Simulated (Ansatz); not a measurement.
Program: Ansatz 0.2.0.

Basis-set series for CHClF₂O (`OC(F)(F)Cl`). The species carries charge 0 and has multiplicity 1. The structure was optimised at the PBE0-D4/def2-TZVP level. It is one conformer, not always the lowest.

```tsv
atom	x (Å)	y (Å)	z (Å)
O1	-0.7747	0.7775	-0.1501
C2	0.1007	-0.2060	0.1111
F3	1.3043	0.2826	0.4559
F4	0.3143	-0.9774	-0.9685
Cl5	-0.5253	-1.1943	1.4200
H6	-0.4193	1.3177	-0.8685
```

```
functional       basis  functions  energy (Eh)  HOMO (eV)  LUMO (eV)
   PBE0-D4    def2-SVP         79   -772.98170      -9.39       0.94
   PBE0-D4  def2-TZVPP        180   -773.51971      -9.59       0.25
   ωB97M-V    def2-SVP         79   -773.33609     -11.70       2.88
   ωB97M-V  def2-TZVPP        180   -773.87970     -11.94       2.04
```

Task: Give the rows for def2-QZVPP. (An estimate is asked.)

Result: The calculation gave: 
| functional | basis | functions | energy (Eh) | HOMO (eV) | LUMO (eV) |
| --- | --- | --- | --- | --- | --- |
| PBE0-D4 | def2-QZVPP | 328 | -773.54916 | -9.63 | 0.00 |
| ωB97M-V | def2-QZVPP | 328 | -773.90763 | -12.00 | 1.46 |

Positive LUMOs are unbound and depend on the basis.
